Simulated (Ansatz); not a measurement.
Si, charge +1, quartet (a state made from the parent by changing its charge; the spin is typed, not shown lowest); HF/aug-cc-pVDZ in Ansatz (an electronic-structure program).

Here is a job for Ansatz.
Ansatz 0.2 input:
```yaml
crystal:
  periodic: [false, false, false]
  atoms:
    - {symbol: Si, position_ang: [0.00000000, 0.00000000, 0.00000000]}
basis:
  gaussian:
    orbitals: aug-cc-pVDZ
hamiltonian:
  xc: hf
total_charge: 1
magnetization: {spin_polarized: true, initial_magnetization: 3}
```

The log (banner, timings and long lists left out):

```
Functional definition: HF
145 factors; integrals over basis functions are off by at most 1.3e-4 eV
mean field evaluation 1: about -7848.2374 eV, gradient 3.9e0 eV
mean field evaluation 2: about -7848.2445 eV, gradient 3.9e0 eV
mean field evaluation 4: about -7848.4762 eV, gradient 4.5e-2 eV
mean field evaluation 8: about -7848.4253 eV, gradient 1.9e0 eV
mean field evaluation 16: about -7848.4764 eV, gradient 4.7e-2 eV
mean field -7848.47640467 eV, -288.4261879833 hartree, gradient 3.0e-5 eV, S^2 3.750016; 0 other end points of the search recorded, 0 dependent functions left out
reference -7848.47640467 eV, -288.4261879833 hartree; 8, 5 occupied and 19, 22 virtual orbitals, 145 factors
Total energy: -7848.47640467 eV, -288.4261879833 hartree
```
